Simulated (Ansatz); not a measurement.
Basis-set extrapolation for C3H10N2, SMILES `CNCNC` (PBE0-D4/def2-TZVP geometry, frozen core, Ansatz). Multiplicity 1, RHF reference.

```json
{"": "HF", "def2-TZVPP": "-228.388315", "def2-QZVPP": "-228.399613"}
{"": "MP2 correlation", "def2-TZVPP": "-0.956896", "def2-QZVPP": "-1.020076"}
{"": "CCSD(T) correlation", "def2-TZVPP": "-1.044318", "def2-QZVPP": "not run"}
```

Energies in hartree. Use E(X) = E(∞) + A·exp(−7.88·√X) for Hartree–Fock and E(X) = E(∞) + B·X^(−2.97) for correlation, with X = 3 and 4, and add CCSD(T) minus MP2 of the smaller set to the MP2 limit.

Task: What is the CCSD(T) energy at the basis-set limit?

Result: HF limit: -228.399613 + (-0.011298) × 0.13774 = -228.40117. MP2 limit: -1.020076 + (-0.063180) × 0.74074 = -1.06688. Higher-order term: -1.044318 − (-0.956896) = -0.08742. Total: -229.55547 hartree, 322.5 kJ/mol below CCSD(T)/def2-TZVPP.
